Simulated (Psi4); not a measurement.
Psi4 input (wB97X-D/6-311+G**):

```
memory 1500 MB

molecule {
1 3
Cl   -0.00000000   -0.00000000   -0.47382943
O     0.00000000    0.00000000    1.00688754
symmetry c1
no_reorient
no_com
}

set {
  basis 6-311+G**
  reference uks
  scf_type pk
  dft_radial_points 99
  dft_spherical_points 590
  e_convergence 1e-8
  d_convergence 1e-7
  maxiter 150
}

e = energy('wb97x-d')
print_out(f'\nFINAL {e:.10f} DIPOLE {variable("CURRENT DIPOLE")[0]:.6f} {variable("CURRENT DIPOLE")[1]:.6f} {variable("CURRENT DIPOLE")[2]:.6f}\n')
```

From the last part of the output:

```
      10A     -0.866984    11A     -0.866984

    Beta Virtual:

      12A     -0.440509    13A     -0.440509    14A     -0.247865
      15A     -0.111372    16A     -0.058080    17A     -0.058080
      18A     -0.039242    19A      0.043780    20A      0.069308
      21A      0.069308    22A      0.133464    23A      0.260638
      24A      0.260638    25A      0.262781    26A      0.515003
      27A      0.515003    28A      0.541325    29A      0.541327
      30A      0.612551    31A      0.770395    32A      0.871522
      33A      0.871522    34A      0.963687    35A      1.228583
      36A      1.925785    37A      1.925785    38A      2.064313
      39A      2.511716    40A      2.511718    41A      2.621430
      42A      2.621430    43A      3.133325    44A      4.673208
      45A      4.673208    46A      4.757524    47A      9.410777
      48A     25.431371    49A     25.431371    50A     25.831685
      51A     49.473034    52A    215.436934

    Final Occupation by Irrep:
              A
    DOCC [    11 ]
    SOCC [     2 ]
    NA   [    13 ]
    NB   [    11 ]

  @UKS Final Energy:  -534.89543842756643

   => Energetics <=

    Nuclear Repulsion Energy =             48.6035495703949536
    One-Electron Energy =                -824.9881370730681738
    Two-Electron Energy =                 267.9684435202393615
    DFT Exchange-Correlation Energy =     -26.4792918855931276
    Empirical Dispersion Energy =          -0.0000025595394931
    VV10 Nonlocal Energy =                  0.0000000000000000
    Total Energy =                       -534.8954384275664324

  UHF NO Occupations:
  HONO-2 :   11  A 1.9984484
  HONO-1 :   12  A 1.0000000
  HONO-0 :   13  A 1.0000000
  LUNO+0 :   14  A 0.0015516
  LUNO+1 :   15  A 0.0015516
  LUNO+2 :   16  A 0.0007776
  LUNO+3 :   17  A 0.0003953

Computation Completed

Properties will be evaluated at   0.000000,   0.000000,   0.000000 [a0]

Properties computed using the SCF density matrix

 Multipole Moments:

 ------------------------------------------------------------------------------------
     Multipole            Electronic (a.u.)      Nuclear  (a.u.)        Total (a.u.)
 ------------------------------------------------------------------------------------

 L = 1.  Multiply by 2.5417464519 to convert [e a0] to [Debye]
 Dipole X            :          0.0000000            0.0000000            0.0000000
 Dipole Y            :          0.0000000            0.0000000            0.0000000
 Dipole Z            :         -0.5153749            0.0000000           -0.5153749
 Magnitude           :                                                    0.5153749

 ------------------------------------------------------------------------------------

FINAL -534.8954384276 DIPOLE 0.000000 0.000000 -0.515375

*** Psi4 exiting successfully. Buy a developer a beer!
```

The dipole moment of an ion depends on the origin.
